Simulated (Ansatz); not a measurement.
Input for Ansatz (development build ahead of 0.2.0):

```yaml
crystal:
  periodic: [false, false, false]
  atoms:
    - { symbol: "N", position_ang: [1.11726, 0.0, 0.0] }
    - { symbol: C, position_ang: [0.3342, 1.11921, 0.0] }
    - { symbol: C, position_ang: [-0.98289, 0.71074, 0.0] }
    - { symbol: C, position_ang: [-0.98289, -0.71074, 0.0] }
    - { symbol: C, position_ang: [0.3342, -1.11921, 0.0] }
    - { symbol: H, position_ang: [2.12701, 0.0, 0.0] }
    - { symbol: H, position_ang: [0.77062, 2.11567, 0.0] }
    - { symbol: H, position_ang: [-1.85238, 1.36536, 0.0] }
    - { symbol: H, position_ang: [-1.85238, -1.36536, 0.0] }
    - { symbol: H, position_ang: [0.77062, -2.11567, 0.0] }
basis:
  gaussian: { orbitals: cc-pVTZ }
hamiltonian:
  xc: hf
correlation:
  method: mp2
  frozen_orbitals: { C: 1, H: 0, "N": 1 }
```

The input is written out in the form of the current development build from the run's settings.

The run gave:

| Property | Result |
| --- | --- |
| Converged | yes |
| Reference energy | -208.88274 hartree |
| Correlation energy | -0.84911 hartree |
| Total energy | -209.73185 hartree |
| Spin squared of the determinant | 0.000 |
